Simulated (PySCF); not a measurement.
hydrogen chloride (ClH), SMILES Cl. Geometry: PBE0-D3(BJ)/def2-TZVPD.

PySCF with TDDFT-ωB97X/def2-TZVPD puts the lowest singlet excitations at 7.90, 7.90, 9.99, 9.99, 10.27, 10.27 eV and the lowest triplet (TDA) at 7.30 eV.

What are the lowest singlet roots from EOM-CCSD/aug-cc-pVDZ in PySCF? (The exact figures need the calculation; the answer reports its results.)

7.83, 7.83, 10.13, 10.13, 10.63, 10.63 eV; triplets 7.36, 7.36, 9.68 eV. S1 differs by -0.06 eV (second minus first; roots are paired by order, and the bases may differ).
